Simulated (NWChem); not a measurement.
The numbers come from NWChem runs, not from measurements. System: C$_{2}$H$_{4}$, charge 1, spin multiplicity 2, at the geometry of a parent with another charge or spin, in a state set for the comparison that need not be this species' ground state. Its SCF solution wasn't tested for a lower state. Level: UHF/cc-pVTZ.

The NWChem input:

```
start mol
memory heap 200 mb stack 900 mb global 1100 mb
charge 1
geometry units angstroms nocenter noautoz
  C      0.000000     0.000000     0.670281
  C      0.000000     0.000000    -0.670281
  H      0.937449     0.000000     1.250738
  H     -0.937449     0.000000     1.250738
  H     -0.937449     0.000000    -1.250738
  H      0.937449     0.000000    -1.250738
  symmetry group D2h
end
basis spherical
  * library cc-pvtz
end
scf
  uhf
  nopen 1
  maxiter 100
  thresh 1e-7
  semidirect memsize 60000000 filesize 0
  # guess.movecs holds the orbitals of an unrestricted PBE0 run
  vectors input guess.movecs output mol.movecs
end
task scf energy
```

Output (cleaned and shortened):

```
             Northwest Computational Chemistry Package (NWChem) 7.3.0
             --------------------------------------------------------

                                NWChem Input Module
                                -------------------

 Scaling coordinates for geometry "geometry" by  1.889725989
 (inverse scale =  0.529177249)

 Turning off AUTOSYM since
 SYMMETRY directive was detected!

                             Geometry "geometry" -> ""
                             -------------------------

 Output coordinates in angstroms (scale by  1.889725989 to convert to a.u.)

  No.       Tag          Charge          X              Y              Z
 ---- ---------------- ---------- -------------- -------------- --------------
    1 C                    6.0000     0.00000000     0.00000000     0.67028100
    2 C                    6.0000     0.00000000     0.00000000    -0.67028100
    3 H                    1.0000     0.93744900     0.00000000     1.25073800
    4 H                    1.0000    -0.93744900     0.00000000     1.25073800
    5 H                    1.0000    -0.93744900     0.00000000    -1.25073800
    6 H                    1.0000     0.93744900     0.00000000    -1.25073800

 Effective nuclear repulsion energy (a.u.)      32.9967627881

            Nuclear Dipole moment (a.u.)
            ----------------------------
        X                 Y               Z
 ---------------- ---------------- ----------------
     0.0000000000     0.0000000000     0.0000000000

      Symmetry information
      --------------------

 Group name             D2h
 Group number             26
 Group order               8
 No. of unique centers     2

      Symmetry unique atoms

     1    3


 Summary of "ao basis" -> "" (spherical)
 ------------------------------------------------------------------------------
       Tag                 Description            Shells   Functions and Types
 ---------------- ------------------------------  ------  ---------------------
 *                          cc-pvtz                   on all atoms

 Summary of "ao basis" -> "ao basis" (spherical)
 ------------------------------------------------------------------------------
       Tag                 Description            Shells   Functions and Types
 ---------------- ------------------------------  ------  ---------------------
 C                          cc-pvtz                 10       30   4s3p2d1f
 H                          cc-pvtz                  6       14   3s2p1d

                                 NWChem SCF Module
                                 -----------------

  ao basis        = "ao basis"
  functions       =   116
  atoms           =     6
  alpha electrons =     8
  beta  electrons =     7
  charge          =   1.00
  wavefunction    = UHF
  use symmetry    = T
  symmetry adapt  = T

 Summary of "ao basis" -> "ao basis" (spherical)
 ------------------------------------------------------------------------------
       Tag                 Description            Shells   Functions and Types
 ---------------- ------------------------------  ------  ---------------------
 C                          cc-pvtz                 10       30   4s3p2d1f
 H                          cc-pvtz                  6       14   3s2p1d

      Symmetry analysis of basis
      --------------------------

        ag         23
        au          7
        b1g         7
        b1u        23
        b2g        17
        b2u        11
        b3g        11
        b3u        17

 Forming initial guess at       0.1s

   Symmetry analysis of molecular orbitals - initial alpha
   -------------------------------------------------------

  Numbering of irreducible representations:

     1 ag          2 au          3 b1g         4 b1u         5 b2g
     6 b2u         7 b3g         8 b3u

  Orbital symmetries:

     1 ag          2 b1u         3 ag          4 b1u         5 b3u
     6 ag          7 b2g         8 b2u         9 b3g        10 ag
    11 b3u        12 b1u        13 b2g        14 b1u        15 ag
    16 b2u        17 b3u        18 ag

   Symmetry analysis of molecular orbitals - initial beta
   ------------------------------------------------------

  Numbering of irreducible representations:

     1 ag          2 au          3 b1g         4 b1u         5 b2g
     6 b2u         7 b3g         8 b3u

  Orbital symmetries:

     1 ag          2 b1u         3 ag          4 b1u         5 b3u
     6 ag          7 b2g         8 b2u         9 b3g        10 ag
    11 b3u        12 b1u        13 b2g        14 b1u        15 ag
    16 b3u        17 b2u        18 ag

 Starting SCF solution at       0.2s

 ----------------------------------------------
         Quadratically convergent UHF

 Convergence threshold     :          1.000E-07
 Maximum no. of iterations :          100
 Integral*density screening:          1.000E-09
 ----------------------------------------------

              iter       energy          gnorm     gmax       time
             ----- ------------------- --------- --------- --------
                 1      -77.7271158328  3.75D-01  7.25D-02      1.1
                 2      -77.7359176476  1.23D-02  3.36D-03      1.4
                 3      -77.7359469973  8.05D-05  1.92D-05      1.9
                 4      -77.7359469990  4.14D-09  1.58D-09      2.6

       Final UHF  results
       ------------------

         Total SCF energy =    -77.735946999045
      One electron energy =   -164.231326708617
      Two electron energy =     53.498616921473
 Nuclear repulsion energy =     32.996762788100

                       Sz =      0.5000
[...]
                    UHF Final Alpha Molecular Orbital Analysis
                    ------------------------------------------

 Vector    6  Occ=1.000000D+00  E=-9.076174D-01  Symmetry=ag
              MO Center= -1.6D-17,  8.6D-33, -1.9D-18, r^2= 1.7D+00
   Bfn.  Coefficient  Atom+Function         Bfn.  Coefficient  Atom+Function
  ----- ------------  ---------------      ----- ------------  ---------------
    10      0.276274  1 C  pz                40     -0.276274  2 C  pz
     7      0.230753  1 C  pz                37     -0.230753  2 C  pz

 Vector    7  Occ=1.000000D+00  E=-7.999624D-01  Symmetry=b2g
              MO Center=  6.7D-16, -2.4D-17, -2.2D-16, r^2= 2.2D+00
   Bfn.  Coefficient  Atom+Function         Bfn.  Coefficient  Atom+Function
  ----- ------------  ---------------      ----- ------------  ---------------
     8      0.242562  1 C  px                38     -0.242562  2 C  px
     5      0.182593  1 C  px                35     -0.182593  2 C  px
    11      0.155512  1 C  px                41     -0.155512  2 C  px
    62      0.150835  3 H  s                 76     -0.150835  4 H  s
    90      0.150835  5 H  s                104     -0.150835  6 H  s

 Vector    8  Occ=1.000000D+00  E=-7.517182D-01  Symmetry=b2u
              MO Center=  2.8D-19, -1.1D-29,  2.9D-17, r^2= 1.3D+00
   Bfn.  Coefficient  Atom+Function         Bfn.  Coefficient  Atom+Function
  ----- ------------  ---------------      ----- ------------  ---------------
     9      0.320074  1 C  py                39      0.320074  2 C  py
     6      0.215625  1 C  py                36      0.215625  2 C  py
    12      0.160826  1 C  py                42      0.160826  2 C  py

 Vector    9  Occ=0.000000D+00  E=-1.682543D-01  Symmetry=b3g
              MO Center= -1.2D-16,  1.0D-14,  1.2D-16, r^2= 2.3D+00
   Bfn.  Coefficient  Atom+Function         Bfn.  Coefficient  Atom+Function
  ----- ------------  ---------------      ----- ------------  ---------------
    12      0.606225  1 C  py                42     -0.606225  2 C  py
     9      0.316518  1 C  py                39     -0.316518  2 C  py
     6      0.218661  1 C  py                36     -0.218661  2 C  py

 Vector   10  Occ=0.000000D+00  E=-5.555019D-02  Symmetry=ag
              MO Center= -3.0D-17,  7.3D-16,  4.5D-15, r^2= 6.4D+00
   Bfn.  Coefficient  Atom+Function         Bfn.  Coefficient  Atom+Function
  ----- ------------  ---------------      ----- ------------  ---------------
     4      1.607991  1 C  s                 34      1.607991  2 C  s
    63     -1.036395  3 H  s                 77     -1.036395  4 H  s
    91     -1.036395  5 H  s                105     -1.036395  6 H  s
    13      0.609774  1 C  pz                43     -0.609774  2 C  pz
     2      0.176694  1 C  s                 32      0.176694  2 C  s

 Vector   11  Occ=0.000000D+00  E=-2.402069D-02  Symmetry=b3u
              MO Center=  1.4D-15,  2.3D-32, -4.5D-17, r^2= 6.8D+00
   Bfn.  Coefficient  Atom+Function         Bfn.  Coefficient  Atom+Function
  ----- ------------  ---------------      ----- ------------  ---------------
    63      1.280860  3 H  s                 77     -1.280860  4 H  s
    91     -1.280860  5 H  s                105      1.280860  6 H  s
    11     -0.744535  1 C  px                41     -0.744535  2 C  px
     8     -0.215350  1 C  px                38     -0.215350  2 C  px

                     UHF Final Beta Molecular Orbital Analysis
                     -----------------------------------------

 Vector    5  Occ=1.000000D+00  E=-9.395763D-01  Symmetry=b3u
              MO Center=  7.6D-17, -6.8D-18, -2.6D-16, r^2= 1.8D+00
   Bfn.  Coefficient  Atom+Function         Bfn.  Coefficient  Atom+Function
  ----- ------------  ---------------      ----- ------------  ---------------
     8      0.223913  1 C  px                38      0.223913  2 C  px
     5      0.185702  1 C  px                35      0.185702  2 C  px

 Vector    6  Occ=1.000000D+00  E=-8.962415D-01  Symmetry=ag
              MO Center=  3.5D-17,  1.7D-17,  2.1D-15, r^2= 1.7D+00
   Bfn.  Coefficient  Atom+Function         Bfn.  Coefficient  Atom+Function
  ----- ------------  ---------------      ----- ------------  ---------------
    10      0.272678  1 C  pz                40     -0.272678  2 C  pz
     7      0.233114  1 C  pz                37     -0.233114  2 C  pz

 Vector    7  Occ=1.000000D+00  E=-7.963586D-01  Symmetry=b2g
              MO Center= -6.5D-16,  2.4D-18, -1.8D-16, r^2= 2.2D+00
   Bfn.  Coefficient  Atom+Function         Bfn.  Coefficient  Atom+Function
  ----- ------------  ---------------      ----- ------------  ---------------
     8      0.230175  1 C  px                38     -0.230175  2 C  px
     5      0.177462  1 C  px                35     -0.177462  2 C  px
    62      0.162912  3 H  s                 76     -0.162912  4 H  s
    90      0.162912  5 H  s                104     -0.162912  6 H  s

 Vector    8  Occ=0.000000D+00  E=-2.817924D-01  Symmetry=b2u
              MO Center=  4.0D-19, -4.7D-18, -5.7D-18, r^2= 1.8D+00
   Bfn.  Coefficient  Atom+Function         Bfn.  Coefficient  Atom+Function
  ----- ------------  ---------------      ----- ------------  ---------------
    12      0.275781  1 C  py                42      0.275781  2 C  py
     9      0.238099  1 C  py                39      0.238099  2 C  py
     6      0.182593  1 C  py                36      0.182593  2 C  py

 Vector    9  Occ=0.000000D+00  E=-6.361478D-02  Symmetry=b3g
              MO Center= -4.7D-19, -2.6D-16, -2.9D-16, r^2= 2.8D+00
   Bfn.  Coefficient  Atom+Function         Bfn.  Coefficient  Atom+Function
  ----- ------------  ---------------      ----- ------------  ---------------
    12      0.814225  1 C  py                42     -0.814225  2 C  py
     9      0.220363  1 C  py                39     -0.220363  2 C  py
     6      0.179394  1 C  py                36     -0.179394  2 C  py

 Vector   10  Occ=0.000000D+00  E=-5.123319D-02  Symmetry=ag
              MO Center= -2.7D-16,  2.2D-31,  1.9D-15, r^2= 6.5D+00
   Bfn.  Coefficient  Atom+Function         Bfn.  Coefficient  Atom+Function
  ----- ------------  ---------------      ----- ------------  ---------------
     4      1.651626  1 C  s                 34      1.651626  2 C  s
    63     -1.052295  3 H  s                 77     -1.052295  4 H  s
    91     -1.052295  5 H  s                105     -1.052295  6 H  s
    13      0.618829  1 C  pz                43     -0.618829  2 C  pz
     2      0.173440  1 C  s                 32      0.173440  2 C  s

 center of mass
 --------------
 x =   0.00000000 y =   0.00000000 z =   0.00000000

 moments of inertia (a.u.)
 ------------------
          61.025864635996           0.000000000000           0.000000000000
           0.000000000000          73.677250166750           0.000000000000
           0.000000000000           0.000000000000          12.651385530754

  Mulliken analysis of the total density
  --------------------------------------

    Atom       Charge   Shell Charges
 -----------   ------   -------------------------------------------------------
    1 C    6     5.97   1.96  0.87  0.17  0.32  0.77  1.40  0.39  0.02  0.07  0.01
    2 C    6     5.97   1.96  0.87  0.17  0.32  0.77  1.40  0.39  0.02  0.07  0.01
    3 H    1     0.76   0.25  0.44  0.04  0.01  0.02  0.00
    4 H    1     0.76   0.25  0.44  0.04  0.01  0.02  0.00
    5 H    1     0.76   0.25  0.44  0.04  0.01  0.02  0.00
    6 H    1     0.76   0.25  0.44  0.04  0.01  0.02  0.00

  Mulliken analysis of the alpha density
  --------------------------------------

    Atom       Charge   Shell Charges
 -----------   ------   -------------------------------------------------------
    1 C    6     3.27   0.98  0.45  0.09  0.17  0.44  0.84  0.26  0.01  0.04  0.00
    2 C    6     3.27   0.98  0.45  0.09  0.17  0.44  0.84  0.26  0.01  0.04  0.00
    3 H    1     0.37   0.12  0.21  0.02  0.01  0.01  0.00
    4 H    1     0.37   0.12  0.21  0.02  0.01  0.01  0.00
    5 H    1     0.37   0.12  0.21  0.02  0.01  0.01  0.00
    6 H    1     0.37   0.12  0.21  0.02  0.01  0.01  0.00

   Mulliken analysis of the beta density
   -------------------------------------

    Atom       Charge   Shell Charges
 -----------   ------   -------------------------------------------------------
    1 C    6     2.71   0.98  0.43  0.08  0.16  0.33  0.56  0.13  0.01  0.03  0.00
    2 C    6     2.71   0.98  0.43  0.08  0.16  0.33  0.56  0.13  0.01  0.03  0.00
    3 H    1     0.40   0.13  0.23  0.02  0.00  0.01  0.00
    4 H    1     0.40   0.13  0.23  0.02  0.00  0.01  0.00
    5 H    1     0.40   0.13  0.23  0.02  0.00  0.01  0.00
    6 H    1     0.40   0.13  0.23  0.02  0.00  0.01  0.00

   Mulliken analysis of the spin density
   -------------------------------------

    Atom       Charge   Shell Charges
 -----------   ------   -------------------------------------------------------
    1 C    6     0.56  -0.00  0.02  0.00  0.01  0.12  0.27  0.13  0.00  0.01  0.00
    2 C    6     0.56  -0.00  0.02  0.00  0.01  0.12  0.27  0.13  0.00  0.01  0.00
    3 H    1    -0.03  -0.01 -0.02 -0.01  0.00  0.00  0.00
    4 H    1    -0.03  -0.01 -0.02 -0.01  0.00  0.00  0.00
    5 H    1    -0.03  -0.01 -0.02 -0.01  0.00  0.00  0.00
    6 H    1    -0.03  -0.01 -0.02 -0.01  0.00  0.00  0.00

       Multipole analysis of the density wrt the origin
       ------------------------------------------------

     L   x y z        total         alpha         beta         nuclear
     -   - - -        -----         -----         ----         -------
     0   0 0 0      1.000000     -8.000000     -7.000000     16.000000

     1   1 0 0     -0.000000     -0.000000     -0.000000      0.000000
     1   0 1 0     -0.000000     -0.000000     -0.000000      0.000000
     1   0 0 1      0.000000     -0.000000      0.000000      0.000000

     2   2 0 0     -6.327749     -9.653695     -9.227210     12.553157
     2   1 1 0      0.000000      0.000000     -0.000000      0.000000
     2   1 0 1      0.000000      0.000000      0.000000      0.000000
     2   0 2 0     -8.474151     -5.382158     -3.091993      0.000000
     2   0 1 1     -0.000000     -0.000000     -0.000000      0.000000
     2   0 0 2     -4.255652    -23.584447    -22.269468     41.598263

 Task  times  cpu:        2.9s     wall:        2.9s

 Total times  cpu:        2.9s     wall:        2.9s
```
